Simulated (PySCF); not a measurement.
Species: C₃H₃FO.
Geometry (PBE0-D3(BJ)/def2-SVP, Å), atoms numbered from 1 in this order:
```xyz
8
C3H3FO angstrom
C      0.9872    0.7719   -0.0772
C      0.1410   -0.1013    0.4733
C     -0.9898   -0.6348   -0.3103
O     -1.2779   -0.3954   -1.4357
F     -1.7252   -1.4821    0.4223
H      0.8450    1.0942   -1.1130
H      1.8321    1.1794    0.4828
H      0.2444   -0.4508    1.5032
```

Method used: TDDFT wB97X-D/def2-SVPD, vertical, gas phase, core orbitals frozen in the response in PySCF.

Ground-to-excited transition dipoles (e·a0, same axes as the geometry; the sign carries no meaning), for the states with f of 0.002 or more among the lowest 6:

| state | E (eV) | μx | μy | μz |
| --- | --- | --- | --- | --- |
| S2 | 6.408 | 1.123 | 0.805 | 0.122 |
| S5 | 8.395 | 0.140 | 0.265 | -0.401 |
| S6 | 8.604 | 0.305 | -0.410 | -0.164 |

(1) Work out the oscillator strengths.

(2) The point group is Cs. Which irreducible representation does each state belong to?

(3) What angle do the transition dipoles of S2 and S6 make?

(4) What peak molar absorption coefficient would the strongest computed level give as a lone Gaussian band 0.5 eV wide at half height?

Results:

(1) f = (2/3) ΔE |μ|² with ΔE in hartree (27.2114 eV).

```
state  |μ|² (au)  |μ| (D)      f
   S2      1.924     3.53  0.302
   S5      0.251     1.27  0.052
   S6      0.288     1.36  0.061
```

(2) Polarised normal to the mirror plane, so A″: S6. Polarised in the mirror plane, so A′: S2 and S5.

(3) |cos θ| = |μa·μb| / (|μa| |μb|) = 0.01, so θ ≈ 89° (taken between 0 and 90°, since the signs are arbitrary).

(4) ε(max) = 2.175×10⁸ f / FWHM, with the width in cm⁻¹. S2: 2.175×10⁸ × 0.3020 / 4033 ≈ 16000 L mol⁻¹ cm⁻¹.

On one thread, Arm Neoverse V2 (aarch64), shared host with 96 logical CPUs at a one-minute load of 53, this took 10 s of wall time and 0.59 GiB of memory at its peak.

One conformer stands for the species.
